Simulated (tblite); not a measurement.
C₄H₇S (charge -1).
SMILES with atom numbers: `[CH3:1][CH2:2]/[CH:3]=[CH:4]\[S-:5]` (hydrogens: H6, H7, H8 on C1; H9, H10 on C2; H11 on C3; H12 on C4)
Bond orders are those of one Lewis drawing.

Computed with GFN2-xTB (tblite), gas phase: Langevin dynamics at 300 K from the optimised GFN2-xTB geometry, time step 0.5 fs, friction 0.01 fs⁻¹, 2000 steps. The instantaneous temperature is 2·E(kin)/(3Nk) with all 3N coordinates.

```
t (fs)  T (K)  E(pot) above start (eV)  C1–C2 (Å)  C2–C3 (Å)  C3=C4 (Å)  C4–S5 (Å)  C1–H6 (Å)  C1–C2–C3–C4 (°)
     0    262                    0.000      1.531      1.496      1.344      1.706      1.088             -116
    25    259                    0.247      1.537      1.507      1.342      1.731      1.104             -108
    50    304                    0.364      1.507      1.512      1.326      1.720      1.112             -109
    75    318                    0.258      1.586      1.513      1.346      1.702      1.095             -129
   100    244                    0.196      1.574      1.484      1.366      1.717      1.101             -141
   125    211                    0.226      1.520      1.507      1.357      1.688      1.086             -144
   150    208                    0.309      1.514      1.536      1.321      1.728      1.090             -142
   175    312                    0.237      1.536      1.511      1.329      1.717      1.113             -136
   200    237                    0.304      1.567      1.440      1.370      1.699      1.090             -136
   225    236                    0.315      1.532      1.480      1.384      1.749      1.081             -147
   250    153                    0.435      1.468      1.583      1.328      1.671      1.104             -146
   275    208                    0.423      1.476      1.549      1.324      1.744      1.093             -139
   300    408                    0.315      1.548      1.521      1.355      1.712      1.082             -140
   325    312                    0.524      1.579      1.450      1.367      1.701      1.096             -157
   350    361                    0.376      1.563      1.455      1.367      1.735      1.086             -162
   375    331                    0.455      1.524      1.483      1.332      1.713      1.116             -162
   400    271                    0.522      1.538      1.605      1.346      1.764      1.108             -175
   425    318                    0.399      1.503      1.558      1.342      1.648      1.085              168
   450    346                    0.477      1.503      1.477      1.386      1.727      1.085              179
   475    264                    0.519      1.567      1.480      1.379      1.682      1.108             -150
   500    390                    0.352      1.567      1.500      1.359      1.673      1.094             -148
   525    438                    0.474      1.518      1.483      1.329      1.760      1.110             -142
   550    394                    0.392      1.523      1.556      1.337      1.699      1.075             -120
   575    455                    0.365      1.568      1.556      1.343      1.647      1.055             -116
   600    357                    0.361      1.529      1.438      1.366      1.746      1.115             -117
   625    324                    0.399      1.512      1.463      1.363      1.703      1.120             -108
   650    305                    0.425      1.610      1.508      1.342      1.694      1.055             -108
   675    358                    0.288      1.539      1.516      1.338      1.712      1.056              -99
   700    261                    0.514      1.460      1.523      1.334      1.714      1.143              -91
   725    407                    0.466      1.619      1.558      1.377      1.685      1.074              -86
   750    406                    0.354      1.623      1.509      1.340      1.705      1.056              -97
   775    332                    0.425      1.535      1.459      1.335      1.712      1.144              -88
   800    307                    0.344      1.508      1.525      1.353      1.736      1.089              -63
   825    199                    0.451      1.505      1.560      1.349      1.670      1.059              -65
   850    318                    0.353      1.542      1.461      1.334      1.747      1.114              -55
   875    349                    0.336      1.550      1.444      1.361      1.735      1.118              -59
   900    276                    0.416      1.539      1.508      1.372      1.681      1.053              -53
   925    355                    0.318      1.509      1.530      1.340      1.756      1.061              -57
   950    241                    0.411      1.496      1.487      1.322      1.688      1.133              -52
   975    322                    0.378      1.538      1.508      1.363      1.748      1.126              -60
  1000    275                    0.442      1.586      1.498      1.359      1.682      1.049              -77
```

**Question.** From 500 fs on, how do temperature and potential energy compare with equipartition?

**Answer.** The mean temperature of these 21 frames is 337 K against the target 300 K, and the mean potential energy 0.39 eV against 30 × kT/2 = 0.39 eV for 30 classical harmonic modes. For 12 atoms in a canonical ensemble the temperature itself scatters by T·√(2/(3N)) = 71 K; here its standard deviation is 64 K. The whole run lasts only 10 friction times of 100 fs, so these averages carry a wide statistical error.

**Question.** What are the kinetic and total energies of the listed frame with the highest potential energy?

**Answer.** The one at 325 fs, 0.524 eV above the start. Its kinetic energy is 3NkT/2 = 0.484 eV at 312 K, so the sum is 1.01 eV; over the listed frames the sum runs from 0.41 to 1.15 eV, since the thermostat adds and removes energy.

**Question.** How much do the listed bonds fluctuate from 500 fs on?

**Answer.** 
```tsv
bond	at the start (Å)	mean (Å)	standard deviation (Å)
C1–C2	1.531	1.542	0.041
C2–C3	1.496	1.504	0.036
C3=C4	1.344	1.348	0.015
C4–S5	1.706	1.709	0.031
C1–H6	1.088	1.090	0.033
```

The motion is classical and holds no zero-point motion.

The cost below is that of the whole dynamics run. Hardware: Arm Neoverse N1, one thread, shared host with 64 logical CPUs at a one-minute load of 61. Cost: 14 s wall, 0.18 GiB resident at most.
